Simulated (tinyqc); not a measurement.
CCD on RHF in the sto-3g basis, frozen core, for H2O, spin multiplicity 1, step by step. Computed by tinyqc, a small Python program that keeps every step (integrals from PySCF). Settings: charge = 0, multiplicity = 1, basis = sto-3g, method = RHF, frozen orbitals = 1, energy threshold = 1e-10, iteration cap = 55, orthogonalisation = canonical, start = core, DIIS depth = 6, amplitude equations = CCD, DIIS depth for amplitudes = 6, cap on updates = 53. Command: `OMP_NUM_THREADS=1 python tinyqc.py 29543 29544 out.jsonl` (the two numbers bound the seeds that draw the settings). One thread of a shared host (Intel(R) Xeon(R) Processor @ 2.60GHz), about 0.1 s of CPU time with the checks. The early iterations of the SCF are left out here.

## One-electron integrals

Geometry (angstrom):
```
atom         x          y         z
O     0.000000   0.000000  0.000000
H     0.000000   0.793000  0.638000
H     0.000000  -0.793000  0.638000
```

Basis sto-3g: exponents (1/bohr^2) and contraction coefficients of normalised primitives:
```
element  l (shell)    exponent  coefficient
O            s (1)  130.709320     0.154329
O            s (1)   23.808861     0.535328
O            s (1)    6.443608     0.444635
O            s (2)    5.033151    -0.099967
O            s (2)    1.169596     0.399513
O            s (2)    0.380389     0.700115
O            p (3)    5.033151     0.155916
O            p (3)    1.169596     0.607684
O            p (3)    0.380389     0.391957
H            s (1)    3.425251     0.154329
H            s (1)    0.623914     0.535328
H            s (1)    0.168855     0.444635
```

Overlap, kinetic and nuclear-attraction integrals over the contracted functions; the nuclear repulsion is the sum of Za Zb / Rab.

nuclear repulsion = 8.65251238 hartree

overlap S, order 1O 1s, 1O 2s, 1O 2px, 1O 2py, 1O 2pz, 2H 1s, 3H 1s:
```
[[1.000000, 0.236704, 0.000000, 0.000000, 0.000000, 0.046727, 0.046727],
 [0.236704, 1.000000, 0.000000, 0.000000, 0.000000, 0.435913, 0.435913],
 [0.000000, 0.000000, 1.000000, 0.000000, 0.000000, 0.000000, 0.000000],
 [0.000000, 0.000000, 0.000000, 1.000000, 0.000000, 0.289592, -0.289592],
 [0.000000, 0.000000, 0.000000, 0.000000, 1.000000, 0.232988, 0.232988],
 [0.046727, 0.435913, 0.000000, 0.289592, 0.232988, 1.000000, 0.226698],
 [0.046727, 0.435913, 0.000000, -0.289592, 0.232988, 0.226698, 1.000000]]
```

kinetic energy T (hartree), order 1O 1s, 1O 2s, 1O 2px, 1O 2py, 1O 2pz, 2H 1s, 3H 1s:
```
[[29.003200, -0.168011, 0.000000, 0.000000, 0.000000, -0.005978, -0.005978],
 [-0.168011, 0.808128, 0.000000, 0.000000, 0.000000, 0.101450, 0.101450],
 [0.000000, 0.000000, 2.528731, 0.000000, 0.000000, 0.000000, 0.000000],
 [0.000000, 0.000000, 0.000000, 2.528731, 0.000000, 0.186831, -0.186831],
 [0.000000, 0.000000, 0.000000, 0.000000, 2.528731, 0.150313, 0.150313],
 [-0.005978, 0.101450, 0.000000, 0.186831, 0.150313, 0.760032, 0.003301],
 [-0.005978, 0.101450, 0.000000, -0.186831, 0.150313, 0.003301, 0.760032]]
```

nuclear attraction V (hartree), order 1O 1s, 1O 2s, 1O 2px, 1O 2py, 1O 2pz, 2H 1s, 3H 1s:
```
[[-61.658312, -7.429218, 0.000000, 0.000000, -0.017214, -1.505931, -1.505931],
 [-7.429218, -10.082435, 0.000000, 0.000000, -0.206469, -3.469732, -3.469732],
 [0.000000, 0.000000, -9.936740, 0.000000, 0.000000, 0.000000, 0.000000],
 [0.000000, 0.000000, 0.000000, -10.068570, 0.000000, -2.040471, 2.040471],
 [-0.017214, -0.206469, 0.000000, 0.000000, -10.022071, -1.705290, -1.705290],
 [-1.505931, -3.469732, 0.000000, -2.040471, -1.705290, -5.599574, -1.395997],
 [-1.505931, -3.469732, 0.000000, 2.040471, -1.705290, -1.395997, -5.599574]]
```

core Hamiltonian H = T + V (hartree), order 1O 1s, 1O 2s, 1O 2px, 1O 2py, 1O 2pz, 2H 1s, 3H 1s:
```
[[-32.655112, -7.597229, 0.000000, 0.000000, -0.017214, -1.511909, -1.511909],
 [-7.597229, -9.274307, 0.000000, 0.000000, -0.206469, -3.368282, -3.368282],
 [0.000000, 0.000000, -7.408009, 0.000000, 0.000000, 0.000000, 0.000000],
 [0.000000, 0.000000, 0.000000, -7.539839, 0.000000, -1.853640, 1.853640],
 [-0.017214, -0.206469, 0.000000, 0.000000, -7.493340, -1.554977, -1.554977],
 [-1.511909, -3.368282, 0.000000, -1.853640, -1.554977, -4.839542, -1.392696],
 [-1.511909, -3.368282, 0.000000, 1.853640, -1.554977, -1.392696, -4.839542]]
```

## Two-electron integrals

Functions are numbered as in S; the eight-fold symmetry (ij|kl) = (ji|kl) = (kl|ij) leaves the list below.

Two-electron integrals (ij|kl) in chemists' order, unique and non-zero (hartree):
```
(11|11) 4.785065    (21|11) 0.741380    (21|21) 0.136873    (22|11) 1.118947
(22|21) 0.256633    (22|22) 0.817206    (31|31) 0.024477    (32|31) 0.037809
(32|32) 0.180518    (33|11) 1.115814    (33|21) 0.256684    (33|22) 0.817023
(33|33) 0.880159    (41|41) 0.024477    (42|41) 0.037809    (42|42) 0.180518
(43|43) 0.047444    (44|11) 1.115814    (44|21) 0.256684    (44|22) 0.817023
(44|33) 0.785270    (44|44) 0.880159    (51|51) 0.024477    (52|51) 0.037809
(52|52) 0.180518    (53|53) 0.047444    (54|54) 0.047444    (55|11) 1.115814
(55|21) 0.256684    (55|22) 0.817023    (55|33) 0.785270    (55|44) 0.785270
(55|55) 0.880159    (61|11) 0.148459    (61|21) 0.027179    (61|22) 0.050640
(61|33) 0.050542    (61|41) 0.000978    (61|42) 0.001831    (61|44) 0.050725
(61|51) 0.000787    (61|52) 0.001473    (61|54) 0.000147    (61|55) 0.050661
(61|61) 0.005467    (62|11) 0.363129    (62|21) 0.084337    (62|22) 0.297578
(62|33) 0.292506    (62|41) 0.004935    (62|42) 0.037788    (62|44) 0.301571
(62|51) 0.003971    (62|52) 0.030402    (62|54) 0.007293    (62|55) 0.298374
(62|61) 0.017076    (62|62) 0.134443    (63|31) 0.008801    (63|32) 0.051319
(63|43) 0.007840    (63|53) 0.006308    (63|63) 0.019104    (64|11) 0.204410
(64|21) 0.048086    (64|22) 0.181167    (64|33) 0.172957    (64|41) 0.011265
(64|42) 0.073088    (64|44) 0.193948    (64|51) 0.001983    (64|52) 0.017514
(64|54) 0.010580    (64|55) 0.176395    (64|61) 0.010164    (64|62) 0.099423
(64|64) 0.091781    (65|11) 0.164456    (65|21) 0.038687    (65|22) 0.145756
(65|33) 0.139151    (65|41) 0.001983    (65|42) 0.017514    (65|44) 0.143423
(65|51) 0.010396    (65|52) 0.065410    (65|54) 0.011277    (65|55) 0.154532
(65|61) 0.008178    (65|62) 0.079990    (65|64) 0.058471    (65|65) 0.066146
(66|11) 0.504471    (66|21) 0.119068    (66|22) 0.481966    (66|33) 0.462511
(66|41) 0.008985    (66|42) 0.094977    (66|44) 0.497576    (66|51) 0.007229
(66|52) 0.076413    (66|54) 0.028212    (66|55) 0.485208    (66|61) 0.024321
(66|62) 0.274725    (66|64) 0.231918    (66|65) 0.186587    (66|66) 0.774606
(71|11) 0.148459    (71|21) 0.027179    (71|22) 0.050640    (71|33) 0.050542
(71|41) -0.000978   (71|42) -0.001831   (71|44) 0.050725    (71|51) 0.000787
(71|52) 0.001473    (71|54) -0.000147   (71|55) 0.050661    (71|61) 0.005384
(71|62) 0.016549    (71|64) 0.009005    (71|65) 0.007932    (71|66) 0.023321
(71|71) 0.005467    (72|11) 0.363129    (72|21) 0.084337    (72|22) 0.297578
(72|33) 0.292506    (72|41) -0.004935   (72|42) -0.037788   (72|44) 0.301571
(72|51) 0.003971    (72|52) 0.030402    (72|54) -0.007293   (72|55) 0.298374
(72|61) 0.016549    (72|62) 0.109226    (72|64) 0.055674    (72|65) 0.063215
(72|66) 0.183331    (72|71) 0.017076    (72|72) 0.134443    (73|31) 0.008801
(73|32) 0.051319    (73|43) -0.007840   (73|53) 0.006308    (73|63) 0.015016
(73|73) 0.019104    (74|11) -0.204410   (74|21) -0.048086   (74|22) -0.181167
(74|33) -0.172957   (74|41) 0.011265    (74|42) 0.073088    (74|44) -0.193948
(74|51) -0.001983   (74|52) -0.017514   (74|54) 0.010580    (74|55) -0.176395
(74|61) -0.009005   (74|62) -0.055674   (74|64) -0.013831   (74|65) -0.031509
(74|66) -0.082976   (74|71) -0.010164   (74|72) -0.099423   (74|74) 0.091781
(75|11) 0.164456    (75|21) 0.038687    (75|22) 0.145756    (75|33) 0.139151
(75|41) -0.001983   (75|42) -0.017514   (75|44) 0.143423    (75|51) 0.010396
(75|52) 0.065410    (75|54) -0.011277   (75|55) 0.154532    (75|61) 0.007932
(75|62) 0.063215    (75|64) 0.031509    (75|65) 0.051047    (75|66) 0.116191
(75|71) 0.008178    (75|72) 0.079990    (75|74) -0.058471   (75|75) 0.066146
(76|11) 0.138314    (76|21) 0.032426    (76|22) 0.124288    (76|33) 0.121329
(76|44) 0.123717    (76|51) 0.002386    (76|52) 0.021763    (76|55) 0.127683
(76|61) 0.006501    (76|62) 0.055903    (76|64) 0.035708    (76|65) 0.037388
(76|66) 0.118642    (76|71) 0.006501    (76|72) 0.055903    (76|74) -0.035708
(76|75) 0.037388    (76|76) 0.028631    (77|11) 0.504471    (77|21) 0.119068
(77|22) 0.481966    (77|33) 0.462511    (77|41) -0.008985   (77|42) -0.094977
(77|44) 0.497576    (77|51) 0.007229    (77|52) 0.076413    (77|54) -0.028212
(77|55) 0.485208    (77|61) 0.023321    (77|62) 0.183331    (77|64) 0.082976
(77|65) 0.116191    (77|66) 0.328721    (77|71) 0.024321    (77|72) 0.274725
(77|74) -0.231918   (77|75) 0.186587    (77|76) 0.118642    (77|77) 0.774606
```

## Orthogonalisation

S = U s U^T; canonical form X = U s^(-1/2), so that X^T S X = 1. Each column of U has its largest component positive (the first on a tie).

eigenvalues of S: [0.381714, 0.461709, 0.884056, 1.000000, 1.098375, 1.311592, 1.862554]

X, order 1O 1s, 1O 2s, 1O 2px, 1O 2py, 1O 2pz, 2H 1s, 3H 1s:
```
[[-0.320625, 0.000000, 0.747549, 0.000000, -0.618444, 0.000000, 0.158215],
 [1.115440, 0.000000, -0.301890, 0.000000, -0.309530, 0.000000, 0.426790],
 [0.000000, 0.000000, 0.000000, 1.000000, 0.000000, 0.000000, 0.000000],
 [0.000000, 0.891106, 0.000000, 0.000000, 0.000000, 0.694911, 0.000000],
 [0.530578, 0.000000, 0.654344, 0.000000, 0.629908, 0.000000, 0.204906],
 [-0.704003, -0.828189, -0.162814, 0.000000, 0.132983, 0.373852, 0.379295],
 [-0.704003, 0.828189, -0.162814, 0.000000, 0.132983, -0.373852, 0.379295]]
```

## Starting guess

The start is the orbitals of the core Hamiltonian; D = 2 C_occ C_occ^T.

D at the start, order 1O 1s, 1O 2s, 1O 2px, 1O 2py, 1O 2pz, 2H 1s, 3H 1s:
```
[[2.132584, -0.589947, 0.000000, 0.000000, -0.049412, 0.077374, 0.077374],
 [-0.589947, 2.619114, 0.000000, 0.000000, 0.296553, -0.340146, -0.340146],
 [0.000000, 0.000000, 2.000000, 0.000000, 0.000000, 0.000000, 0.000000],
 [0.000000, 0.000000, 0.000000, 2.315556, 0.000000, -0.338472, 0.338472],
 [-0.049412, 0.296553, 0.000000, 0.000000, 2.170618, -0.231074, -0.231074],
 [0.077374, -0.340146, 0.000000, -0.338472, -0.231074, 0.111004, 0.012053],
 [0.077374, -0.340146, 0.000000, 0.338472, -0.231074, 0.012053, 0.111004]]
```

## Iteration 8 (converged): orbitals

converged F (hartree), order 1O 1s, 1O 2s, 1O 2px, 1O 2py, 1O 2pz, 2H 1s, 3H 1s:
```
[[-20.244059, -5.163441, 0.000000, 0.000000, -0.027767, -1.036369, -1.036369],
 [-5.163441, -2.430012, 0.000000, 0.000000, -0.104136, -0.924507, -0.924507],
 [0.000000, 0.000000, -0.389889, 0.000000, 0.000000, 0.000000, 0.000000],
 [0.000000, 0.000000, 0.000000, -0.277447, 0.000000, -0.376401, 0.376401],
 [-0.027767, -0.104136, 0.000000, 0.000000, -0.317963, -0.355656, -0.355656],
 [-1.036369, -0.924507, 0.000000, -0.376401, -0.355656, -0.504774, -0.334050],
 [-1.036369, -0.924507, 0.000000, 0.376401, -0.355656, -0.334050, -0.504774]]
```

Diagonalise F' = X^T F X, C = X C', fill 5 alpha and 5 beta electrons from the bottom; D = 2 C_occ C_occ^T. Each column has its largest component positive (the first on a tie).

F' = X^T F X (hartree):
```
[[0.053584, 0.000000, 1.812509, 0.000000, -1.342237, 0.000000, 0.246617],
 [0.000000, 0.656632, 0.000000, 0.000000, 0.000000, 0.116375, 0.000000],
 [1.812509, 0.000000, -8.896191, 0.000000, 8.884520, 0.000000, -3.797716],
 [0.000000, 0.000000, 0.000000, -0.389889, 0.000000, 0.000000, 0.000000],
 [-1.342237, 0.000000, 8.884520, 0.000000, -9.672086, 0.000000, 4.136683],
 [0.000000, 0.116375, 0.000000, 0.000000, 0.000000, -0.572849, 0.000000],
 [0.246617, 0.000000, -3.797716, 0.000000, 4.136683, 0.000000, -2.879384]]
```

orbital energies (hartree): [-20.252628, -1.242201, -0.583768, -0.450768, -0.389889, 0.551520, 0.667550]

coefficients C, order 1O 1s, 1O 2s, 1O 2px, 1O 2py, 1O 2pz, 2H 1s, 3H 1s:
```
[[0.994274, -0.235209, 0.000000, 0.100773, 0.000000, -0.122790, 0.000000],
 [0.025357, 0.855635, 0.000000, -0.520361, 0.000000, 0.780881, 0.000000],
 [0.000000, 0.000000, 0.000000, 0.000000, 1.000000, 0.000000, 0.000000],
 [0.000000, 0.000000, 0.608635, 0.000000, 0.000000, 0.000000, 0.952122],
 [0.003846, 0.111308, 0.000000, 0.757442, 0.000000, 0.749885, 0.000000],
 [-0.005319, 0.153264, 0.449579, 0.303197, 0.000000, -0.753811, -0.789646],
 [-0.005319, 0.153264, -0.449579, 0.303197, 0.000000, -0.753811, 0.789646]]
```

D after iteration 8, order 1O 1s, 1O 2s, 1O 2px, 1O 2py, 1O 2pz, 2H 1s, 3H 1s:
```
[[2.108117, -0.456959, 0.000000, 0.000000, 0.107945, -0.021567, -0.021567],
 [-0.456959, 2.007058, 0.000000, 0.000000, -0.597613, -0.053537, -0.053537],
 [0.000000, 0.000000, 2.000000, 0.000000, 0.000000, 0.000000, 0.000000],
 [0.000000, 0.000000, 0.000000, 0.740872, 0.000000, 0.547258, -0.547258],
 [0.107945, -0.597613, 0.000000, 0.000000, 1.172245, 0.493387, 0.493387],
 [-0.021567, -0.053537, 0.000000, 0.547258, 0.493387, 0.635136, -0.173348],
 [-0.021567, -0.053537, 0.000000, -0.547258, 0.493387, -0.173348, 0.635136]]
```

## Convergence

Stop when the energy changes by less than 1e-10 hartree and every element of the error matrix X^T (F D S - S D F) X is below 3e-06.

Course of the cycle:
```
iteration   E (hartree)     change  largest element of the error matrix
1          -73.25686112          -                             8.93e-01
2          -74.91756039  -1.66e+00                             2.31e-01
3          -74.96207786  -4.45e-02                             3.96e-02
4          -74.96372123  -1.64e-03                             7.01e-03
5          -74.96379789  -7.67e-05                             1.83e-03
6          -74.96380533  -7.44e-06                             1.71e-04
7          -74.96380538  -4.52e-08                             8.79e-08
8          -74.96380538  -1.42e-14                             7.18e-10
```

PySCF RHF in the same basis = -74.96380538 hartree

Converged in 8 iterations.

## Populations, bond orders and dipole

Mulliken: Z minus the diagonal of D S on the atom; Loewdin: the same with S^(1/2) D S^(1/2); Mayer order: 2 sum_s sum (D(s) S)_ij (D(s) S)_ji over the two atoms.

Charges (e):
```
atom   Mulliken    Loewdin
1O    -0.310145  -0.219499
2H     0.155072   0.109750
3H     0.155072   0.109750
```

Mayer bond orders:
```
pair     order
2-1   0.966498
3-1   0.966498
3-2   0.009455
```

dipole moment about the origin, x y z (debye): [0.000000, 0.000000, 1.656455]

## Integrals over molecular orbitals

(pq|rs) = sum C_ip C_jq C_kr C_ls (ij|kl), one index at a time.

one-electron integrals over orbitals h = C^T H C (hartree):
```
[[-32.637943, 0.561375, 0.000000, -0.228001, 0.000000, 0.281788, 0.000000],
 [0.561375, -7.617478, 0.000000, 0.480991, 0.000000, -1.315678, 0.000000],
 [0.000000, 0.000000, -6.215226, 0.000000, 0.000000, 0.000000, -1.727150],
 [-0.228001, 0.480991, 0.000000, -6.818408, 0.000000, -1.185827, 0.000000],
 [0.000000, 0.000000, 0.000000, 0.000000, -7.408009, 0.000000, 0.000000],
 [0.281788, -1.315678, 0.000000, -1.185827, 0.000000, -5.338786, 0.000000],
 [0.000000, 0.000000, -1.727150, 0.000000, 0.000000, 0.000000, -5.559076]]
```

Two-electron integrals over orbitals (pq|rs), unique and non-zero (hartree); the lowest 1 orbital is frozen and left out:
```
(22|22) 0.724883    (32|32) 0.138767    (33|22) 0.633320    (33|33) 0.617055
(42|22) -0.007653   (42|33) 0.005662    (42|42) 0.127055    (43|32) 0.023417
(43|43) 0.050681    (44|22) 0.669100    (44|33) 0.584914    (44|42) -0.101246
(44|44) 0.747715    (52|52) 0.146567    (53|53) 0.027809    (54|52) -0.046547
(54|54) 0.053139    (55|22) 0.749366    (55|33) 0.618117    (55|42) -0.075038
(55|44) 0.712914    (55|55) 0.880159    (62|22) 0.139193    (62|33) 0.072720
(62|42) 0.024669    (62|44) 0.076618    (62|55) 0.151990    (62|62) 0.099364
(63|32) -0.037893   (63|43) -0.032220   (63|63) 0.071519    (64|22) 0.107524
(64|33) 0.045882    (64|42) -0.041265   (64|44) 0.128127    (64|55) 0.130870
(64|62) 0.060764    (64|64) 0.081296    (65|52) 0.055744    (65|54) 0.001322
(65|65) 0.036812    (66|22) 0.607547    (66|33) 0.563600    (66|42) 0.053933
(66|44) 0.548744    (66|55) 0.586251    (66|62) 0.096439    (66|64) 0.048090
(66|66) 0.593390    (72|32) 0.045878    (72|43) -0.033502   (72|63) 0.033508
(72|72) 0.064268    (73|22) 0.147533    (73|33) 0.089347    (73|42) -0.078547
(73|44) 0.151885    (73|55) 0.194636    (73|62) 0.073439    (73|64) 0.088915
(73|66) 0.040713    (73|73) 0.155967    (74|32) -0.076344   (74|43) -0.004486
(74|63) 0.048475    (74|72) -0.016751   (74|74) 0.070544    (75|53) 0.023767
(75|75) 0.024530    (76|32) 0.093043    (76|43) 0.053952    (76|63) -0.064150
(76|72) -0.008184   (76|74) -0.059351   (76|76) 0.113454    (77|22) 0.616801
(77|33) 0.598932    (77|42) -0.015405   (77|44) 0.595133    (77|55) 0.617213
(77|62) 0.065624    (77|64) 0.045198    (77|66) 0.560615    (77|73) 0.092399
(77|77) 0.609021
```

## CCD: starting amplitudes

t_ij^ab = <ij||ab> / (e_i + e_j - e_a - e_b), whose energy is MP2.

Starting amplitudes (spin orbitals 1a, 1b, ...; amplitudes related by a flip of all spins are not repeated):
```
from      to          t
3a 3b  7a 7b  -0.062321
4a 4b  6a 6b  -0.040555
3a 4b  6b 7a   0.039454
4a 4b  7a 7b  -0.031540
3a 3b  6a 6b  -0.031498
2a 2b  6a 6b  -0.027698
2a 3b  6a 7b  -0.024118
2a 4b  6a 6b  -0.021732
3a 4b  6a 7b  -0.021510
5a 5b  6a 6b  -0.019551
3a 4a  6a 7a   0.017944
2a 2b  7a 7b  -0.016826
2a 3a  6a 7a  -0.013113
5a 5b  7a 7b  -0.011599
2a 3b  6b 7a   0.011004
2a 4b  7a 7b   0.005532
```

correlation energy = -0.04103877 hartree

## CCD: amplitude update 1

t_ij^ab D_ij^ab are set to the remaining terms of the spin-orbital equations, evaluated with the old amplitudes; for the doubles these are <ij||ab> + 1/2 <ab||ef> t_ij^ef + 1/2 <mn||ij> t_mn^ab + P(ij)P(ab) <mb||ej> t_im^ae + terms in t^2, D the orbital-energy denominators.

Amplitudes after update 1 (spin orbitals 1a, 1b, ...; amplitudes related by a flip of all spins are not repeated):
```
from      to          t
3a 3b  7a 7b  -0.079074
3a 4b  6b 7a   0.050873
4a 4b  6a 6b  -0.050789
3a 3b  6a 6b  -0.042962
4a 4b  7a 7b  -0.041349
3a 4b  6a 7b  -0.032527
2a 2b  6a 6b  -0.031583
2a 4b  6a 6b  -0.030336
2a 3b  6a 7b  -0.030183
5a 5b  6a 6b  -0.024211
2a 2b  7a 7b  -0.018360
3a 4a  6a 7a   0.018347
2a 3b  6b 7a   0.017358
2a 3a  6a 7a  -0.012825
5a 5b  7a 7b  -0.012541
2a 4b  7a 7b   0.004796
```

correlation energy = -0.05212051 hartree

## CCD: convergence

E_corr = 1/4 sum <ij||ab> t_ij^ab; stop when the norm of the change is below 1e-8.

Course of the amplitude iterations:
```
update  correlation energy (hartree)  norm of the change
0                        -0.04103877                   -
1                        -0.05212051            7.64e-02
2                        -0.05555584            2.82e-02
3                        -0.05754825            1.14e-02
4                        -0.05754033            1.05e-03
5                        -0.05754399            2.68e-04
6                        -0.05754351            2.22e-05
7                        -0.05754380            3.37e-06
8                        -0.05754374            6.31e-07
9                        -0.05754374            1.35e-07
10                       -0.05754374            3.84e-08
11                       -0.05754374            5.30e-09
```

Converged amplitudes (spin orbitals 1a, 1b, ...; amplitudes related by a flip of all spins are not repeated):
```
from      to          t
3a 3b  7a 7b  -0.087801
4a 4b  6a 6b  -0.057402
3a 4b  6b 7a   0.056567
3a 3b  6a 6b  -0.049169
4a 4b  7a 7b  -0.046316
3a 4b  6a 7b  -0.041596
2a 4b  6a 6b  -0.035761
2a 3b  6a 7b  -0.032268
2a 2b  6a 6b  -0.032260
5a 5b  6a 6b  -0.026543
2a 3b  6b 7a   0.021899
2a 2b  7a 7b  -0.017705
3a 4a  6a 7a   0.014971
5a 5b  7a 7b  -0.011422
2a 3a  6a 7a  -0.010370
2a 4b  7a 7b   0.003424
```

CCD total energy = -75.02134912 hartree

Converged in 11 updates, with DIIS from the third.
